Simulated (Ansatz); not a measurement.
# AlNH2+ (quartet): from Hartree-Fock to the top rungs, def2-QZVPP

The task here is to estimate one member of a computed series from the others.

Computed with Ansatz 0.2.0, Gaussian basis. Level: def2-QZVPP, core rule «outside noble gas», up to 6 orbitals frozen.

The runs, in order: UHF; ROHF; CCSD(T) on UHF.

2 further runs of the same task are left out: 2 set aside as unsound or not needed.

## The geometry

The geometry is a PBE0/def2-TZVP stationary point (not a proven minimum) of the parent state, kept for this charge and spin.

4 atoms, charge 1, spin multiplicity 4.

Atoms are counted from 1 here; the program's logs count them from 0.

Bond lengths: Al1–N2 1.882 Å, Al1–H3 1.583 Å, Al1–H4 1.583 Å. Angles: N2–Al1–H3 118.0°, N2–Al1–H4 118.0°, H3–Al1–H4 123.9°.

The first run:

Input file in.yaml:

```yaml
crystal:
  periodic: [false, false, false]
  atoms:
    - {symbol: Al, position_ang: [0.000000, 0.000000, 0.578264]}
    - {symbol: N, position_ang: [0.000000, 0.000000, -1.304184]}
    - {symbol: H, position_ang: [0.000000, 1.396938, 1.321934]}
    - {symbol: H, position_ang: [0.000000, -1.396938, 1.321934]}
basis:
  gaussian: {orbitals: "def2-QZVPP.json"}
total_charge: 1
magnetization: {spin_polarized: true, initial_magnetization: 3}
hamiltonian: {xc: hf}
output: {orbitals: {seedname: orbitals}}
```

On the command line:

```
$ ansatz run in.yaml --threads 1 --pin off --events-out ev --progress --plain --max-ram 2393MiB
```

Among the steps run: UHF; ROHF; CCSD(T) on UHF.

One of the session's tables, all rows but one given; the rest of the session is left out.

```
  method  from UCCSD(T) (meV)
    ROHF                    ?
     UHF              +5716.8
    UMP2              +1007.4
   UCCSD               +141.0
UCCSD(T)                    0
```

Q: Estimate the row for ROHF from the others.

**Answer.** from UCCSD(T) (meV): +5819.5. In the column «from UCCSD(T) (meV)» it is the highest.
